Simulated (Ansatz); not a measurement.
1T (CdI2-type) HfS2 was calculated with PBE-D4 in Ansatz (plane waves, PAW).

Numerical settings: plane-wave cutoff 500 eV, 12×12×6 k mesh (along the axes of the cell as run), gaussian smearing 0.02 eV, scalar-relativistic PAW data made under PBE.

Cell (relaxed at this level):

HfS2 has the trigonal space group P-3m1 (No. 164), the CdI2 type structure, Pearson symbol hP3. Cell: a = b = 3.616 Å, c = 5.861 Å, α = β = 90.00°, γ = 120.00°. Hf on 1a has 6 S at 2.544 Å (octahedral). S on 2d sees 3 Hf at 2.544 Å (trigonal pyramidal). (Neighbours: up to the widest gap in distance over summed covalent radii, below 1.35, at either atom; cation-cation and far metal-metal contacts left out.)

Task: What does this level give for the band gap?

Result: 
- band gap = 0.96 eV (on the SCF k mesh)

Measured, for comparison: band gap 1.8 eV (temperature not stated, not corrected to a static lattice, fundamental, indirect, our sources range from 1.80 to 1.96; as tabulated in Rybak et al. (2022), arXiv:2210.12074).

Spin–orbit coupling is not included.

The computed numbers hold no vibrational or temperature effects.

Ansatz is a first-principles code.
